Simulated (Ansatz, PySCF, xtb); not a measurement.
Bonds broken one at a time in the series Al Br-SiH3. All species are isolated molecules in the gas phase. Strings in code marks are SMILES.

Quantity: homolytic bond dissociation enthalpy at 298 K (no spin–orbit term), in kcal/mol. Thermal and zero-point terms are GFN2-xTB rigid-rotor harmonic values (xtb).

Level 1: frozen-core MP2/cc-pVTZ // PBE0-D3(BJ)/def2-TZVP (Ansatz, a program for electronic structure)
Level 2: B3LYP/LANL2DZ // PBE0-D3(BJ)/def2-TZVP (PySCF)
Level 3: PBE/6-31G* // PBE0-D3(BJ)/def2-TZVP (PySCF)
Level 4: HF/3-21G // PBE0-D3(BJ)/def2-TZVP (PySCF)

```tsv
species	level 1	level 2	level 3	level 4
Si–Al bond of `[SiH3][Al]([Br])[Br]`, giving `[Br][Al][Br]` and `[SiH3]`	68.0	60.5	65.7	50.0
Br–Al bond of `[Br][Al]([Br])[Br]`, giving `[Br]` and `[Br][Al][Br]`	103.7	71.0	95.7	64.0
```
